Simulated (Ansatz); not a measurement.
**BP2H, singlet: the ladder up to RCCSDT(Q)**

Geometry: displaced at random from a stationary point.

```xyz
4

P    -0.0189   -0.2739    1.0590
B    -0.0197    1.2220    0.0134
P     0.0282   -0.2308   -1.0637
H    -0.0746    2.4016    0.0006
```

Basis cc-pVDZ; Ansatz 0.2.0. Correlated methods freeze the noble-gas cores, which leaves 14 electrons in 44 orbitals. R marks a restricted (for open shells ROHF) determinant.

Full CI isn't at hand for all of this; RCCSDT(Q) serves as the reference, and is uncertain by the last step of the cluster series or more.

```
UHF ⟨S²⟩                          : 0.009
T1 diagnostic (RCCSD)             : 0.0135
largest doubles amplitude (RCCSD) : 0.110
```

```csv
level,E − E(RHF) (eV)
RMP2,-8.3067
RCCSD,-9.0449
RCCSD(T),-9.5201
```

Problem. Estimate how far RCCSDT(Q) in cc-pVDZ lies from RCCSD(T). The table doesn't fix it; the size of (T) and the diagnostics are the guide.

Solution. RCCSDT(Q) in cc-pVDZ lies 6.2 kJ/mol below RCCSD(T), which is 13 % of the (T) step (-45.8 kJ/mol). The diagnostics are small and the rest is a small part of (T), but (T) is large here. The miss exceeds 1 kcal/mol.

The other levels:

```tsv
level	E − E(RCCSDT(Q)) (kJ/mol)	share of correlation (%)	wall time
CISD	155.8	83.16	1.9 s
BCCD(T)	5.9	99.36	1.2 s
RCCSDT	4.5	99.51	–
```

The correlation energy at RCCSDT(Q), counted from RHF, is -9.584 eV. That run took 29 s on 1 thread of Intel Xeon, shared host.

Times hold each run's SCF and search for its determinant on a shared host, so for small cases they say little of a method's own cost; they ran on 1 thread of Intel Xeon. Some runs computed forces too.
